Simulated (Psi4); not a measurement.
**CH4Si (SMILES C[SiH]) at 4 levels**

We compute a comparison of 4 runs (M06-L/def2-TZVP, PBE0/def2-TZVP, r2SCAN/def2-TZVP, revPBE/def2-TZVP) of CH4Si. 

The calculation is run with Psi4 1.11.

2 further runs of the same task are left out: 2 set aside as unsound or not needed.

## 1. The structure to begin with

CH4Si: 6 atoms, total charge 0, spin state singlet. SMILES: `C[SiH]`. The C1–H3 distance was set to 2.415 Å, away from the relaxed value. At this shape a bond of the SMILES string is far longer than usual.

Bond lengths: C1–Si2 1.892 Å, C1–H4 1.091 Å, C1–H5 1.098 Å, Si2–H6 1.531 Å. Angles: C1–Si2–H6 94.2°, Si2–C1–H4 113.8°, Si2–C1–H5 109.5°, H4–C1–H5 109.0°.

## 2. Energy and gradient at M06-L/def2-TZVP (run 1)

Input file input.in:

```
memory 2200 mb

molecule {
  0 1
  C      1.182545    -0.313081    -0.692011
  Si     2.193345     0.262719     0.800589
  H     -1.156900    -0.410100    -0.102200
  H      1.491045    -1.282681    -1.084711
  H      1.252045     0.434919    -1.492511
  H      1.418245     1.572919     0.962289
  symmetry c1
}

set {
  puream true
  e_convergence 1e-09
  d_convergence 1e-08
  scf_type pk
  dft_radial_points 99
  dft_spherical_points 590
}

energy_value, wavefunction = gradient("m06-l/def2-TZVP", return_wfn=True)
oeprop(wavefunction, "DIPOLE", "MAYER_INDICES", "QUADRUPOLE", title="M06-L")
```

Run with:

```sh
$ psi4 -n 1 input.in input.out
```

input.out:

```text
[...]
  Running in c1 symmetry.
[...]
  Nuclear repulsion =   45.863788213687393
[...]
  Multiplicity = 1
[...]
  Nalpha       = 12
  Nbeta        = 12
[...]
    Number of basis functions: 92
[...]
   @RKS iter   1:  -329.13141600225219    4.43338e-02   1.03393e-02 DIIS/ADIIS
[...]
   @RKS iter  18:  -329.78233874805727   -1.42109e-12   4.41757e-09 DIIS
[...]
  @RKS Final Energy:  -329.78233874805727
   => Energetics <=
    Nuclear Repulsion Energy =             45.8637882136873927
    One-Electron Energy =                -545.3262940259642164
    Two-Electron Energy =                 197.2575503008488909
    DFT Exchange-Correlation Energy =     -27.5773832366293306
    Empirical Dispersion Energy =           0.0000000000000000
    VV10 Nonlocal Energy =                  0.0000000000000000
    Total Energy =                       -329.7823387480572705
[...]
  -Total Gradient:
     Atom            X                  Y                   Z
    ------   -----------------  -----------------  -----------------
       1       -0.006858663334    -0.004651836792    -0.018630735777
       2        0.021794977833    -0.004676448861     0.012452400426
       3       -0.037497693758    -0.000480771290     0.010249521861
       4        0.016823660837     0.003829662754     0.000314638770
       5        0.010364332041     0.001122495824    -0.000788570285
       6       -0.004716568024     0.004852473276    -0.003701825051
[...]
 Multipole Moments:
 ------------------------------------------------------------------------------------
     Multipole            Electronic (a.u.)      Nuclear  (a.u.)        Total (a.u.)
 ------------------------------------------------------------------------------------
 L = 1.  Multiply by 2.5417464519 to convert [e a0] to [Debye]
 Dipole X            :          4.3678122           -3.8703649            0.4974473
 Dipole Y            :          0.1017200           -0.0340717            0.0676483
 Dipole Z            :          2.5064706           -2.6518912           -0.1454206
 Magnitude           :                                                    0.5226636
 L = 2.  Multiply by 1.3450342976 to convert [e a0^2] to [Debye ang]
 Quadrupole XX       :        -68.6888708           48.8320866          -19.8567843
 Quadrupole XY       :        -12.5085452           12.8172146            0.3086694
[...]
```

It took 53 s on 1 thread of Intel Xeon at 2.60GHz (Ice Lake), shared host; peak memory 1.4 GiB.

## 3. The energy at PBE0/def2-TZVP (run 2)

Input file calc.dat:

```
memory 2200 mb

molecule {
  0 1
  C      1.182545    -0.313081    -0.692011
  Si     2.193345     0.262719     0.800589
  H     -1.156900    -0.410100    -0.102200
  H      1.491045    -1.282681    -1.084711
  H      1.252045     0.434919    -1.492511
  H      1.418245     1.572919     0.962289
  symmetry c1
}

set {
  basis                def2-TZVP
  puream               true
  e_convergence        1e-09
  d_convergence        1e-08
  scf_type             pk
  dft_radial_points    99
  dft_spherical_points 590
}

energy("pbe0")
```

Run with:

```sh
$ psi4 calc.dat calc.out -n 1
```

calc.out:

```text
[...]
  Running in c1 symmetry.
[...]
  Nuclear repulsion =   45.863788213687393
[...]
  Multiplicity = 1
[...]
  Nalpha       = 12
  Nbeta        = 12
[...]
    Number of basis functions: 92
[...]
   @RKS iter   1:  -329.08495205376056   -1.10184e-01   9.34695e-03 DIIS/ADIIS
[...]
   @RKS iter  13:  -329.61226000224826   -4.37694e-11   7.73341e-09 DIIS
[...]
    Orbital Energies [Eh]
    ---------------------
    Doubly Occupied:
       1A    -66.273954     2A    -10.273808     3A     -5.350092
       4A     -3.688733     5A     -3.681027     6A     -3.678798
       7A     -0.712158     8A     -0.499387     9A     -0.441298
      10A     -0.339437    11A     -0.297283    12A     -0.241120
[...]
  @RKS Final Energy:  -329.61226000224826
   => Energetics <=
    Nuclear Repulsion Energy =             45.8637882136873927
    One-Electron Energy =                -545.2886968118514233
    Two-Electron Energy =                 190.5303260201145861
    DFT Exchange-Correlation Energy =     -20.7176774241987403
    Empirical Dispersion Energy =           0.0000000000000000
    VV10 Nonlocal Energy =                  0.0000000000000000
    Total Energy =                       -329.6122600022482629
[...]
 Multipole Moments:
 ------------------------------------------------------------------------------------
     Multipole            Electronic (a.u.)      Nuclear  (a.u.)        Total (a.u.)
 ------------------------------------------------------------------------------------
 L = 1.  Multiply by 2.5417464519 to convert [e a0] to [Debye]
 Dipole X            :          4.2290160           -3.8703649            0.3586512
 Dipole Y            :          0.0826775           -0.0340717            0.0486058
 Dipole Z            :          2.4396182           -2.6518912           -0.2122730
 Magnitude           :                                                    0.4195867
[...]
```

Run time: 15 s. Hardware: 1 thread of Intel Xeon at 2.60GHz (Ice Lake), shared host; peak memory 1.2 GiB.

Run 3 isn't shown in full; the table further down has it.

## 4. Energy and gradient at revPBE/def2-TZVP (run 4)

Input file ch4si.json:

```json
{
  "schema_name": "qcschema_input",
  "schema_version": 1,
  "molecule": {
    "schema_name": "qcschema_molecule",
    "schema_version": 2,
    "symbols": ["C", "Si", "H", "H", "H", "H"],
    "geometry": [2.23468618, -0.59163734, -1.30771127, 4.14482135, 0.49646696, 1.51289395, -2.18622415, -0.77497668, -0.19313001, 2.81766669, -2.4239158, -2.04980671, 2.36602215, 0.8218778, -2.82043703, 2.68009463, 2.97238613, 1.81846266],
    "molecular_charge": 0,
    "molecular_multiplicity": 1,
    "fix_symmetry": "c1",
    "fix_com": true,
    "fix_orientation": true
  },
  "driver": "gradient",
  "model": {
    "method": "revpbe",
    "basis": "def2-TZVP"
  },
  "keywords": {
    "reference": "rks",
    "puream": true,
    "e_convergence": 1e-09,
    "d_convergence": 1e-08,
    "scf_type": "pk",
    "dft_radial_points": 99,
    "dft_spherical_points": 590,
    "scf_properties": ["MAYER_INDICES", "LOWDIN_CHARGES", "QUADRUPOLE"]
  }
}
```

Run with:

```sh
$ psi4 --qcschema ch4si.json -n 1 --memory 2200MB
```

stdout:

```text
[...]
  Running in c1 symmetry.
[...]
  Nuclear repulsion =   45.863788184556590
[...]
  Multiplicity = 1
[...]
  Nalpha       = 12
  Nbeta        = 12
[...]
    Number of basis functions: 92
[...]
   @RKS iter   1:  -328.98944542941319    1.90684e-01   1.12760e-02 ADIIS/DIIS
[...]
   @RKS iter  18:  -329.73758059684587   -3.63798e-12   9.34017e-09 DIIS
[...]
  @RKS Final Energy:  -329.73758059684587
   => Energetics <=
    Nuclear Repulsion Energy =             45.8637881845565900
    One-Electron Energy =                -545.3034564134267157
    Two-Electron Energy =                 197.2109261062976771
    DFT Exchange-Correlation Energy =     -27.5088384742734249
    Empirical Dispersion Energy =           0.0000000000000000
    VV10 Nonlocal Energy =                  0.0000000000000000
    Total Energy =                       -329.7375805968458735
[...]
 Multipole Moments:
 ------------------------------------------------------------------------------------
     Multipole            Electronic (a.u.)      Nuclear  (a.u.)        Total (a.u.)
 ------------------------------------------------------------------------------------
 L = 1.  Multiply by 2.5417464519 to convert [e a0] to [Debye]
 Dipole X            :        -76.7167908           77.1131753            0.3963845
 Dipole Y            :         -3.9485296            3.9960848            0.0475552
 Dipole Z            :        -10.2651340           10.0893366           -0.1757974
 Magnitude           :                                                    0.4362188
 L = 2.  Multiply by 1.3450342976 to convert [e a0^2] to [Debye ang]
 Quadrupole XX       :       -312.7397677          295.9763399          -16.7634278
 Quadrupole XY       :        -25.1044360           25.6513364            0.5469004
[...]
  -Total Gradient:
     Atom            X                  Y                   Z
    ------   -----------------  -----------------  -----------------
       1       -0.002890727788    -0.003797715954    -0.019380720647
       2        0.015034917943     0.000019891583     0.008757906720
       3       -0.034874371523    -0.000213227916     0.009577304973
       4        0.014310415325     0.009987655822     0.001697479137
       5        0.009775154180    -0.004422908842     0.003795011082
       6       -0.001354605330    -0.001573567854    -0.004446516037
[...]
```

The result, in JSON:

```text
{
 "driver": "gradient",
 "model": {
  "method": "revpbe",
  "basis": "def2-TZVP"
 },
 "success": true,
 "return_result": [-0.002890727788475572, -0.0037977159540825436, -0.019380720646978447, 0.015034917942655796, 1.989158314515127e-05, 0.00875790672045991, -0.03487437152257891, -0.00021322791630518987, 0.00957730497320973, 0.014310415325275161, 0.009987655821520891, 0.0016974791371890952, 0.009775154179697525, -0.0044229088421134655, 0.0037950110821362015, -0.0013546053295548782, -0.0015735678544709503, -0.004446516037386624],
 "properties": {
  "calcinfo_nbasis": 92,
  "calcinfo_nmo": 92,
  "calcinfo_nalpha": 12,
  "calcinfo_nbeta": 12,
  "calcinfo_natom": 6,
  "nuclear_repulsion_energy": 45.86378818455659,
  "return_energy": -329.7375805968459,
  "return_gradient": [-0.002890727788475572, -0.0037977159540825436, -0.019380720646978447, 0.015034917942655796, 1.989158314515127e-05, 0.00875790672045991, -0.03487437152257891, -0.00021322791630518987, 0.00957730497320973, 0.014310415325275161, 0.009987655821520891, 0.0016974791371890952, 0.009775154179697525, -0.0044229088421134655, 0.0037950110821362015, -0.0013546053295548782, -0.0015735678544709503, -0.004446516037386624],
  "scf_one_electron_energy": -545.3034564134267,
  "scf_two_electron_energy": 197.21092610629768,
  "scf_xc_energy": -27.508838474273425,
  "scf_dipole_moment": [0.3963844541783885, 0.047555228559673424, -0.1757974266136042],
  "scf_total_energy": -329.7375805968459,
  "scf_total_gradient": [-0.002890727788475572, -0.0037977159540825436, -0.019380720646978447, 0.015034917942655796, 1.989158314515127e-05, 0.00875790672045991, -0.03487437152257891, -0.00021322791630518987, 0.00957730497320973, 0.014310415325275161, 0.009987655821520891, 0.0016974791371890952, 0.009775154179697525, -0.0044229088421134655, 0.0037950110821362015, -0.0013546053295548782, -0.0015735678544709503, -0.004446516037386624],
  "scf_iterations": 18
 }
}
```

Wall time 24 s (1 thread of Intel Xeon at 2.60GHz (Ice Lake), shared host); peak memory 1.2 GiB.

## 5. The series

```
run             level      task  energy (Eh)  dipole moment (D)  HOMO energy (eV)  LUMO energy (eV)  wall time
  1   M06-L/def2-TZVP  gradient  -329.782339               1.33             -5.84             -4.51       53 s
  2    PBE0/def2-TZVP    energy  -329.612260               1.07             -6.56             -3.90       15 s
  3  r2SCAN/def2-TZVP  gradient  -329.737349               1.12             -5.87             -4.60       55 s
  4  revPBE/def2-TZVP  gradient  -329.737581               1.11             -5.68             -4.57       24 s
```

## 6. Results

| quantity | value |
| --- | --- |
| run 4: total energy | -329.73758 Eh |
| run 4: dipole moment | 1.11 D |
| run 4: HOMO energy | -5.68 eV |
| run 4: LUMO energy | -4.57 eV |
| run 4: HOMO–LUMO gap | 1.10 eV |
| run 4: largest force on an atom | 1.860 eV/Å |

The dipole moment (its size) runs from 1.07 D (PBE0/def2-TZVP) to 1.33 D (M06-L/def2-TZVP). The HOMO–LUMO gap runs from 1.10 eV (revPBE/def2-TZVP) to 2.66 eV (PBE0/def2-TZVP). Totals of different functionals can't be ranked against each other. In runs 1, 2, 3, 4 a closed-shell determinant meets a far-stretched bond, which it describes badly. All runs together took 2.5 min, the longest 55 s.
